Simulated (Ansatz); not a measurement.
# HF, singlet: cost against accuracy

Geometry (MP2(full)/6-31G*, from the G2/97 set):

```xyz
2

F     0.0000    0.0000    0.0000
H     0.0000    0.0000    0.9339
```

Measured, as an electronic atomization energy: 141.0 kcal/mol (G2/97 heats of formation of molecule and atoms, with zero-point and thermal terms from B3LYP taken off; Curtiss et al., J. Chem. Phys. 106, 1063 (1997), Staroverov et al., J. Chem. Phys. 119, 12129 (2003)). The measured value holds scalar relativity and spin–orbit coupling, which all computed ones lack, and core correlation, which the wave-function levels lack. Atoms are taken at the same level; beside RHF, RMP2 and RCC rows they are unrestricted. The atoms' steps beyond CCSDT(Q) are taken from restricted open-shell runs, which share full CI's core. Ansatz 0.2.0; the 6-31G* set has Cartesian d functions; a miss is computed less measured; times are wall times on shared hosts and scatter by a factor of two or so.

```tsv
level	basis	miss (kcal/mol)	time of the run	hardware
CISD	STO-3G	-49.2	0.06 s	1 CPU thread
RHF	cc-pVDZ	-50.7	0.09 s	1 CPU thread
full CI	STO-3G	-49.2	0.09 s	1 CPU thread
CISDTQ	STO-3G	-49.2	0.09 s	1 CPU thread
RCCSD	STO-3G	-49.2	0.1 s	1 CPU thread
RCCSDT	STO-3G	-49.2	0.12 s	1 CPU thread
RCCSDT(Q)	STO-3G	-49.2	0.12 s	1 CPU thread
CAM-B3LYP	STO-3G	-23.1	0.19 s	1 CPU thread
PBE	6-31G	-19.2	0.19 s	1 CPU thread
B3LYP	STO-3G	-24.6	0.21 s	1 CPU thread
BCCD(T)	6-31G	-34.0	0.22 s	1 CPU thread
RPA-PBE	cc-pVDZ	-24.5	0.24 s	1 CPU thread
B3LYP	cc-pVTZ	-4.0	0.24 s	1 CPU thread
CAM-B3LYP	cc-pVDZ	-9.9	0.25 s	1 CPU thread
r2SCAN	STO-3G	-26.9	0.27 s	1 CPU thread
CISD	6-31G*	-23.4	0.28 s	1 CPU thread
BLYP	cc-pVTZ	-2.3	0.28 s	1 CPU thread
CAM-B3LYP	6-31G*	-12.0	0.31 s	1 CPU thread
PBE0	cc-pVQZ	-4.9	0.36 s	1 CPU thread
RPA-PBE	cc-pVTZ	-13.3	0.37 s	1 CPU thread
NEVPT2 (valence space)	cc-pVTZ	-0.4	0.37 s	1 CPU thread
wB97M-V	6-31G	-20.6	0.39 s	1 CPU thread
RHF	cc-pVQZ	-45.1	0.4 s	1 CPU thread
RCCSDT(Q)	6-31G	-33.8	0.41 s	1 CPU thread
B3LYP	6-31G	-22.2	0.43 s	1 CPU thread
wB97M-V	6-31G*	-10.8	0.46 s	1 CPU thread
CISD	cc-pVDZ	-17.7	0.55 s	1 CPU thread
NEVPT4(SD) (valence space)	6-31G*	-21.0	0.58 s	1 CPU thread
RCCSD(T)	cc-pVTZ	-4.3	0.62 s (with forces)	1 CPU thread
wB97M-V	cc-pVTZ	-3.4	0.7 s (with forces)	1 CPU thread
RPA-PBE	cc-pVQZ	-10.1	0.73 s	1 CPU thread
B2PLYP	cc-pVQZ	-2.0	0.8 s	1 CPU thread
r2SCAN	6-31G	-22.1	0.8 s	1 CPU thread
PBE-QIDH	cc-pVQZ	-4.2	0.83 s	1 CPU thread
CISD	cc-pVTZ	-8.9	0.89 s	1 CPU thread
MRCISD+Q (valence space)	cc-pVTZ	-5.1	0.91 s	1 CPU thread
RCCSDTQ	6-31G	-33.8	1 s	1 CPU thread
wB97M-V	cc-pVQZ	-2.0	1.1 s	1 CPU thread
full CI	cc-pVDZ	-14.6	7.5 s	1 CPU thread
NEVPT4(SD) (valence space)	cc-pVQZ	-1.6	9 s	H100 + 2 CPU threads
```

HF's time is that of a plain UHF run.

The smallest set from which on each level stays within 1 kcal/mol of its own cc-pVQZ value (sets in order of size: STO-3G, 6-31G, 6-31G*, cc-pVDZ, cc-pVTZ, cc-pVQZ): RHF cc-pVTZ; PBE none (cc-pVTZ is 1.5 kcal/mol off); r2SCAN none (cc-pVTZ is 1.1 kcal/mol off); B3LYP none (cc-pVTZ is 1.5 kcal/mol off); wB97M-V none (cc-pVTZ is 1.4 kcal/mol off); B2PLYP none (cc-pVTZ is 2.0 kcal/mol off); RMP2 none (cc-pVTZ is 3.4 kcal/mol off); RCCSD(T) none (cc-pVTZ is 3.0 kcal/mol off).
